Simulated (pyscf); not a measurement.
PySCF, gas phase, ωB97X-D3(BJ)/def2-SVP geometries.

How much does it cost (ΔH, 298 K, ωB97M-D3(BJ)/def2-TZVP) to split `[OH][Hf]([OH])([OH])[Cl]` at its Cl–Hf bond into [HO–Hf(OH)–OH]• + Cl•?

Cl–Hf to [HO–Hf(OH)–OH]• + Cl•: 122.2 kcal/mol. The 7 functionals that were run give +118.7 (M06-2X) to +129.3 kcal/mol (ωB97X-D3(BJ)). The radicals are drawn with the spin at the cut bond; how far it spreads was not checked. Other isomers of [HO–Hf(OH)–OH]• were not searched in full and may lie lower. Left out: the spin-orbit lowering of Cl. Open-shell species with a d-block atom are single-reference here; other states, and whether the spin sits on metal or ligand, were not checked. Elements past Kr carry the def2 core potentials, without spin-orbit coupling.
